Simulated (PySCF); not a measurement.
C₃H₇, SMILES C[CH]C, multiplicity 2. Coordinates come from a PBE0-D3(BJ)/def2-TZVP optimisation. The isomer is the one that the SMILES or the coordinates give; other isomers of the formula were not compared.

Calculation: PBE0-D3(BJ)/def2-TZVP run with PySCF.

Harmonic wavenumbers (cm⁻¹): 113, 120, 351, 393, 904, 934, 940, 1023, 1164, 1179, 1361, 1402, 1411, 1459, 1469, 1470, 1483, 2968, 2972, 3045, 3045, 3118, 3120, 3193. Rotational constants (GHz): 37.51, 8.443, 7.535; symmetry number 1.

### Question
Work out the zero-point energy and the ideal-gas rigid-rotor harmonic-oscillator thermochemistry at 298.15 K and 1 atm.

### Answer
ZPE = ½ Σ hcν = ½ × 38639 cm⁻¹ = 55.24 kcal/mol. H − E(el) = 59.08 kcal/mol. Entropy in cal/(mol K): translation 37.21, rotation 22.43, vibration 9.13, spin 1.38, total 70.14. G − E(el) = 38.17 kcal/mol. Cp = 17.74 cal/(mol K). Modes under 150 cm⁻¹ make the vibrational entropy uncertain.
